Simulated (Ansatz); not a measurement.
`CC(N)O`, relaxed with RKS PBE-D4/def2-SVP in Ansatz 0.2.0 from a rough embedded geometry. The force threshold is 0.03 eV/Å; the program also tests the step.

The species carries charge 0 and has multiplicity 1.

Start:

```xyz
11

C     0.892   -0.171    0.854
C     0.082   -0.150   -0.372
N    -0.532    1.112   -0.514
O    -0.987   -1.076   -0.202
H     1.412   -1.175    0.998
H     1.762    0.585    0.828
H     0.349    0.019    1.788
H     0.663   -0.355   -1.225
H    -1.129    1.321    0.292
H    -1.209    1.117   -1.311
H    -1.303   -1.227   -1.137
```

Task: How much energy does the relaxation release, and in how many steps? (Estimate.)

Result: Ansatz gave: 43.67 kJ/mol, in 5 steps.

Task: Which bonds change most? (An estimate is asked.)

Result: Computed: C2–H8 from 1.052 to 1.118 Å; C1–C2 from 1.469 to 1.523 Å; C1–H6 from 1.153 to 1.106 Å; C2–N3 from 1.411 to 1.447 Å.

Task: Give the relaxed structure. (Best estimate.)

Result: Computed: 
```xyz
11

C     0.937   -0.186    0.876
C     0.047   -0.145   -0.359
N    -0.539    1.170   -0.508
O    -0.890   -1.220   -0.201
H     1.415   -1.179    0.978
H     1.717    0.596    0.821
H     0.322   -0.014    1.784
H     0.671   -0.319   -1.270
H    -1.182    1.348    0.277
H    -1.101    1.228   -1.367
H    -1.397   -1.279   -1.031
```
